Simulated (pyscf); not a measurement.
PySCF, gas phase, ωB97X-D3(BJ)/def2-SVP geometries.

SMILES: C[CH2][GaH][F]
```xyz
10

C      1.4567    -0.2073     0.7336
C      0.2907     0.3073    -0.1181
Ga    -1.4758    -0.0760     0.6323
F     -1.4298    -0.9097     2.1898
H      1.4121    -1.3001     0.8623
H      2.4305     0.0351     0.2766
H      1.4438     0.2308     1.7438
H      0.3232    -0.1199    -1.1364
H      0.3590     1.4005    -0.2641
H     -2.9283     0.2072     0.1361
```
Charge 0, spin multiplicity 1.

**Question.** What is the homolytic dissociation enthalpy (298 K, ωB97M-D3(BJ)/def2-TZVP) of the C–C bond of `[CH3][CH2][GaH][F]`, to CH₃• + •H₂C–GaH–F?

**Answer.** C–C to CH₃• + •H₂C–GaH–F: 3.67 eV. The 7 functionals that were run give +3.31 (r²SCAN) to +3.70 eV (ωB97X-D3(BJ)). The radicals are drawn with the spin at the cut bond; how far it spreads was not checked. •H₂C–GaH–F lies 1.07 eV over its isomer [H₃C–Ga–F]•, and others may lie lower still (electronic energy, ωB97M-D3(BJ)). Elements up to Kr have no core potential and no relativistic terms here.
